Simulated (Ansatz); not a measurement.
System (SMILES): [O]Cl (O-Cl), doublet.
Atoms: Cl1, O2. Bonds: Cl1-O2.

Basis-set convergence of the highest harmonic wavenumber at HF with Ansatz (a program for electronic structure). Each level at its own minimum, finite differences of forces, unscaled; the reference is a large set that could be run, not a limit. Cartesian d functions, on some or all atoms, in 6-31G**, 6-311G**; all else is spherical. The program fits the integrals of some runs and decomposes those of others, by size. Open shells are unrestricted. No added dispersion term, no relativity. Reference: the value in aug-cc-pV(Q+d)Z, 845 cm⁻¹. Deviations are taken from unrounded values.

| basis | functions |
|---|---|
| pcseg-1 | 32 |
| 6-31G** | 34 |
| 6-311G** | 45 |
| def2-SVPD | 50 |
| pcseg-2 | 64 |
| def2-TZVPD | 86 |
| def2-TZVPPD | 91 |
| pcseg-3 | 124 |
| def2-QZVPPD | 145 |

**Question.** Which is the smallest set listed that can be trusted to 10 cm⁻¹ here, that is, within that of the reference together with its larger relatives (same family, alike in diffuse functions; a set with none to test it counts only in the reference's own line)?

**Answer.** The smallest set listed that lies within 10 cm⁻¹ of the reference with all its larger relatives (same family, alike in diffuse functions; a set with none counts only in the reference's own line) is pcseg-2 (64 functions, -4 cm⁻¹ off). Value minus reference: pcseg-1 -46, 6-31G** -15, 6-311G** -34, def2-SVPD -22, pcseg-2 -4, def2-TZVPD 1, def2-TZVPPD 1, pcseg-3 1, def2-QZVPPD 0 cm⁻¹.
